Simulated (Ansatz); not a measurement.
AlBH4O (`O[BH][AlH2]`). Total charge 0; spin multiplicity 1.

Z-matrix (Å, degrees):
```
B
Al 1 2.147
O 1 1.358 2 119.1
H 1 1.212 2 123.6 3 -180.0
H 2 1.595 1 121.6 3 91.6
H 2 1.595 1 121.6 3 -90.9
H 3 0.962 1 113.8 2 -180.0
```

(1) List the harmonic frequencies (cm⁻¹, unscaled) at PBE0-D4/def2-TZVP in Ansatz. (An estimate is asked.)

(2) Is this a minimum?

(3) Give the ideal-gas thermochemistry at 298.15 K and 1 bar (rigid rotor, harmonic oscillator; point group Cs, symmetry number 1).

Answers

(1) Computed: 105, 191, 321, 486, 597, 608, 784, 881, 991, 1186, 1330, 1889, 1891, 2487, 3833.

(2) Yes, all 15 modes are real.

(3) Zero-point energy 105.2 kJ/mol; H(298) − E = 121.5 kJ/mol; entropy 296.2 J/(mol·K), of which translation 159.5, rotation 99.1, vibration 37.7; G(298) − E = 33.2 kJ/mol.
